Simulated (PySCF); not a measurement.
## CO and its ions

PBE0; basis C jorge-DZP-DKH, O jorge-DZP-DKH; spin-free X2C with a Gaussian nucleus; PySCF 2.14. Neutral (UKS): singlet (closed shell), Re = 1.138 Å, ωe = 2218 cm⁻¹, De = 10.70 eV, HOMO -10.52 eV, LUMO -0.58 eV.

CO⁺ (UKS): doublet (σ ↑), Re = 1.120 Å, ωe = 2323 cm⁻¹, De = 8.30 eV to C⁺ + O. The energies at the minima are -113.26985 hartree for CO and -112.75823 for CO⁺.

(1) Work out the adiabatic ionisation energy, without and with harmonic zero-point energies (1 hartree = 27.2114 eV, 1 eV = 8065.5 cm⁻¹), and the change of the bond length.

For an ion De counts to the pair picked by the measured ionisation energies or electron affinities, which need not be the lowest pair at this level. States were picked by a PBE0 search and need not be the measured ground states.

Answers

(1) At PBE0: 0.51162 hartree = 13.922 eV between the minima; the zero-point term (2323.0 − 2218.0)/2 cm⁻¹ = +0.007 eV makes it 13.928 eV. Re changes by -1.8 pm against the neutral. Minus the HOMO energy is 10.52 eV, -3.40 eV from the value between the minima; self-interaction puts the Kohn–Sham level too high, less so with exact exchange. The electron leaves a σ orbital, and the shorter bond of the ion fits an antibonding orbital, or a change in how ionic the bond is.
